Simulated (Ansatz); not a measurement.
# The cluster NaF₂−: the relaxed shape and its frontier levels

Aim: characterise the cluster NaF₂− as a singlet: its structure, frontier levels and distribution of charge.

Method: RKS PBE0-D4/def2-TZVPD; program: Ansatz 0.2.0, Gaussian basis.

The runs, in order: relaxation at r2SCAN-D4/def2-TZVPD; a single point at PBE0-D4/def2-TZVPD.

## (1) The system as given

3 atoms, charge -1, spin multiplicity 1.

Atoms are counted from 1 here; the program's logs count them from 0.

Bond lengths: Na1–F2 1.894 Å, Na1–F3 1.895 Å. Angles: F2–Na1–F3 179.8°.

As a file:

```
Na    0.00039   -0.00177    0.00106
F    -1.55251   -1.05256   -0.26506
F     1.55213    1.05434    0.26399
```

The ion is computed in the gas phase, without counter-ions or solvent.

The start is a GFN1-xTB geometry.

## (2) Relaxation at r2SCAN-D4/def2-TZVPD

in.yaml

```yaml
crystal:
  periodic: [false, false, false]
  atoms:
    - {symbol: Na, position_ang: [0.000390, -0.001770, 0.001060]}
    - {symbol: F, position_ang: [-1.552510, -1.052560, -0.265060]}
    - {symbol: F, position_ang: [1.552130, 1.054340, 0.263990]}
basis:
  gaussian: {orbitals: def2-TZVPD}
total_charge: -1
hamiltonian: {xc: r2scan, dispersion: d4}
scf: {lower_state_search: "off"}
output: {orbitals: {seedname: orbitals}}
relax: {f_tol: 0.02, max_steps: 100}
```

Launch:

```sh
> ansatz run in.yaml --threads 4 --pin off --events-out ev --progress --plain --max-ram 3916MiB
```

After this run come: Single point, PBE0-D4/def2-TZVPD.

Q: Predict the results of all the runs planned. Wanted: point group; commonest bond; HOMO, LUMO at PBE0-D4/def2-TZVPD.

The runs gave:

```
                        quantity                           value
                     point group                             D∞h
                  commonest bond  F–Na, 2 of mean length 2.045 Å
HOMO, LUMO at PBE0-D4/def2-TZVPD                  -2.79, 2.82 eV
```

In words: The molecule keeps its bonding pattern by the stored test; the atoms moved 0.12 Å (rms). No usable vibrations, so a minimum isn't proven. The HOMO lies nearest to F2, F3 about 49 % each and the LUMO to F2, F3 about 34 % each; Na1 32 %. Whether this spin is the lowest isn't tested here.
